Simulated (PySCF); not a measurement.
Two structures of SiH$_{5}$F, closed shell, reached by relaxing down either side of one saddle point (PBE0-D4/def2-TZVP). Energies are electronic, without zero-point energy. Computed with PySCF 2.14 with density fitting (its default auxiliary sets; JK sets also for MP2 and CCSD(T)) (basis: def2-TZVPP and def2-QZVPP); correlated methods freeze the cores. Extrapolation: Hartree–Fock as exp(−7.88 √X), correlation as X^−2.97. First:

| atom | x (Å) | y (Å) | z (Å) |
| --- | --- | --- | --- |
| Si1 | -0.5746 | 0.4201 | -0.5630 |
| H2 | 0.4572 | -0.6617 | -0.5629 |
| H3 | -1.1062 | 0.5259 | -1.9428 |
| H4 | -1.6512 | 0.0486 | 0.3845 |
| H5 | 0.0686 | 1.6902 | -0.1526 |
| H6 | 1.2632 | -0.9974 | 0.9949 |
| F7 | 1.5383 | -0.9973 | 1.8785 |

Second:

```json
{"atom": "Si1", "x (Å)": "-0.6434", "y (Å)": "0.7580", "z (Å)": "0.4610"}
{"atom": "H2", "x (Å)": "1.3925", "y (Å)": "-2.1236", "z (Å)": "-1.7982"}
{"atom": "H3", "x (Å)": "-0.8753", "y (Å)": "0.6102", "z (Å)": "-0.9949"}
{"atom": "H4", "x (Å)": "-1.8957", "y (Å)": "0.5218", "z (Å)": "1.2169"}
{"atom": "H5", "x (Å)": "-0.0911", "y (Å)": "2.0976", "z (Å)": "0.7699"}
{"atom": "H6", "x (Å)": "1.2891", "y (Å)": "-1.8461", "z (Å)": "-1.1130"}
{"atom": "F7", "x (Å)": "0.4295", "y (Å)": "-0.3421", "z (Å)": "0.9118"}
```

(1) Which bonds change from the first to the second?

(2) Give the saddle point's structure and its height above each. (To be estimated.)

No T1 diagnostic of these runs exceeds 0.014.

Answers

(1) SiH₄ + HF → SiH₃F ([F][SiH3]) + H₂; bonds formed: Si1–F7, H2–H6; bonds broken: Si1–H2, H6–F7.

(2) Computed: 148.0 kJ/mol above the first and 249.5 kJ/mol above the second (CCSD(T) at an estimated basis limit (MP2 extrapolated from triple and quadruple zeta, plus CCSD(T) − MP2 in triple zeta)).
Si1  (-0.327, 0.323, -0.061)
H2  (0.595, -0.889, -0.806)
H3  (-0.901, 0.475, -1.436)
H4  (-1.479, -0.090, 0.766)
H5  (0.321, 1.624, 0.204)
H6  (0.929, -0.941, 0.104)
F7  (0.862, -0.502, 1.229)
(Å)

Labels in which every atom is bracketed show which atoms are joined, not bond orders.

For scale, one of the runs: CCSD(T)/def2-TZVPP, 143 basis functions, launched by `OMP_NUM_THREADS=4 python run.py`. Time: 88 s of wall clock on 4 CPU threads of an Arm Neoverse N1; the host was shared. Peak host memory: 0.78 GiB.
